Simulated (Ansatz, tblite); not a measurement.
# The cluster Sn2Se+: rung by rung

Aim: run the doublet of the cluster Sn2Se+ at one geometry on many levels, and compare frontier levels, spin and run time.

The runs use Ansatz 0.2.0, Gaussian basis; as each input shows.

Plan: GFN1-xTB, GFN2-xTB, PBE-D4/def2-TZVP, r2SCAN-D4/def2-TZVP, ωB97X-V/def2-TZVP, HF/def2-TZVP, r2SCANh-D4/def2-TZVP, PBE-QIDH/def2-TZVP, BLYP-D4/def2-TZVP, PBE+5HF/def2-TZVP, PBE+10HF/def2-TZVP, PBE+15HF/def2-TZVP, PBE+35HF/def2-TZVP, PBE+50HF/def2-TZVP, PBE-D4/def2-SVP, PBE0-D4/def2-SVP, CCSD(T)/def2-SVP, MP2/def2-TZVP, RPA/def2-TZVP.

1 further run of the same task is left out (set aside as unsound or not needed). Runs told in other sessions of the task aren't counted.

## (1) The structure

The geometry is that of the doublet, from an earlier relaxation (r2SCAN-D4/def2-TZVP). At that level it is the lowest of the isomers that a small search found.

3 atoms, charge 1, spin multiplicity 2.

Bond lengths: Sn1–Se3 2.540 Å, Sn2–Se3 2.540 Å. Angles: Sn1–Se3–Sn2 77.2°.

Sn takes a core potential in the def2 sets. No spin-orbit coupling is included. The ion is computed in the gas phase, without counter-ions or solvent.

PBE0-D4/def2-TZVP was run before; its log isn't repeated, and its numbers join the tables.

## (2) GFN1-xTB

Tight binding, by tblite at 300 K electronic temperature and without a spin-polarisation term:

```python
tblite.interface.Calculator('GFN1-xTB', numbers, positions, charge=1, uhf=1).singlepoint()
```

Energy -215.2503 eV; 0.002 s.

## (3) GFN2-xTB

Tight binding, by tblite at 300 K electronic temperature and without a spin-polarisation term:

```python
tblite.interface.Calculator('GFN2-xTB', numbers, positions, charge=1, uhf=1).singlepoint()
```

Energy -191.5961 eV; 0.002 s.

## (4) PBE-D4/def2-TZVP

start.molden holds the orbitals of an earlier run on this state, given as this run's starting guess.

File in.yaml:

```yaml
crystal:
  periodic: [false, false, false]
  atoms:
    - {symbol: Sn, position_ang: [-0.135676, -1.666677, -0.390638]}
    - {symbol: Sn, position_ang: [0.416416, 1.415581, -0.878377]}
    - {symbol: Se, position_ang: [-0.280740, 0.251096, 1.269015]}
basis:
  gaussian: {orbitals: def2-TZVP, initial_orbitals: start.molden}
total_charge: 1
magnetization: {spin_polarized: true, initial_magnetization: 1}
hamiltonian: {xc: pbe, dispersion: d4}
scf: {omitted_lower_state_checks: [starts]}
output: {orbitals: {seedname: orbitals}}
```

Launch:

```sh
ansatz run in.yaml --threads 4 --pin off --events-out ev --progress --plain --max-ram 3916MiB
```

The runs that follow: r2SCAN-D4/def2-TZVP; ωB97X-V/def2-TZVP; HF/def2-TZVP; r2SCANh-D4/def2-TZVP; PBE-QIDH/def2-TZVP; BLYP-D4/def2-TZVP; PBE+5HF/def2-TZVP; PBE+10HF/def2-TZVP; PBE+15HF/def2-TZVP; PBE+35HF/def2-TZVP; PBE+50HF/def2-TZVP; PBE-D4/def2-SVP; PBE0-D4/def2-SVP; CCSD(T)/def2-SVP; MP2/def2-TZVP; RPA/def2-TZVP.

Before running them: what should the planned runs give, taken together? Wanted: gap in def2-TZVP, named functionals and Hartree-Fock, smallest and largest; gap over the share of exact exchange; correlation energy, CCSD(T)/def2-SVP; correlation energy, MP2/def2-TZVP; ⟨S²⟩ in def2-TZVP, named functionals and Hartree-Fock, smallest and largest; PBE0 total energy, smallest basis above largest.

As calculated:

| quantity | value |
| --- | --- |
| gap in def2-TZVP, named functionals and Hartree-Fock, smallest and largest | 0.65 eV (BLYP-D4), 7.34 eV (HF) |
| gap over the share of exact exchange | 0.84 eV at 0, 3.97 eV at 0.5 |
| correlation energy, CCSD(T)/def2-SVP | -11.38 eV |
| correlation energy, MP2/def2-TZVP | -22.81 eV |
| ⟨S²⟩ in def2-TZVP, named functionals and Hartree-Fock, smallest and largest | 0.752, 0.776 |
| PBE0 total energy, smallest basis above largest | 8.38 eV (def2-SVP, def2-TZVP) |

**Reading.** Orbital gaps of the named functionals and Hartree-Fock in def2-TZVP span 0.65 eV (BLYP-D4) to 7.34 eV (HF); exact exchange widens it. Raising the share of exact exchange from 0 to 0.5 moves the HOMO by -1.69 eV and the LUMO by +1.44 eV. Over the named functionals and Hartree-Fock in def2-TZVP spin contamination reaches 0.03 (HF), which is small.
